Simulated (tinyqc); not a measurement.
Pariser-Parr-Pople SCF with singles CI, for the molecule C=CC=C (SMILES; centres numbered as the heavy atoms are written), step by step. One step of it, computed by the program tinyqc.

Question. Singles CI, singlets. Over the 4 single excitations with the smallest orbital gaps: A = (e_a - e_i) delta + 2 (ia|jb) - (ij|ab), with (pq|rs) = sum c_mp c_mq gamma_mn c_nr c_ns. f = 2/3 w |mu|^2 in atomic units, mu = sqrt2 sum c_ia sum_m c_mi c_ma R_m.

orbital energies (eV): -13.375814  -10.285833  -0.404167  2.685814

coefficients:
```
,MO1,MO2,MO3,MO4
1C,0.408184,0.577396,0.577396,-0.408184
2C,0.577396,0.408184,-0.408184,0.577396
3C,0.577396,-0.408184,-0.408184,-0.577396
4C,0.408184,-0.577396,0.577396,0.408184
```

repulsion gamma_rs (eV):
```
,1C,2C,3C,4C
1C,12.350000,7.901291,5.351750,3.707556
2C,7.901291,12.350000,7.904787,5.351750
3C,5.351750,7.904787,12.350000,7.901291
4C,3.707556,5.351750,7.901291,12.350000
```

Centres (angstrom, eV; a flat drawing with bonds scaled to 1.40 angstrom):
```
centre,x,y,core charge z,W,gamma_rr
1C,-1.848000,-0.127000,1,11.520000,12.350000
2C,-0.559000,0.421000,1,11.520000,12.350000
3C,0.559000,-0.421000,1,11.520000,12.350000
4C,1.848000,0.127000,1,11.520000,12.350000
```

Give: singlet CI matrix; singlet excitation energies; oscillator strengths.

Answer.

singlet CI matrix (eV):
```
,2>3,1>3,2>4,1>4
2>3,5.446,0.000,0.000,0.529
1>3,0.000,7.435,-0.158,0.000
2>4,0.000,-0.158,7.435,0.000
1>4,0.529,0.000,0.000,9.526
```

singlet excitation energies (eV): 5.378  7.276  7.593  9.593

oscillator strengths: 1.140  0.000  0.000  0.163
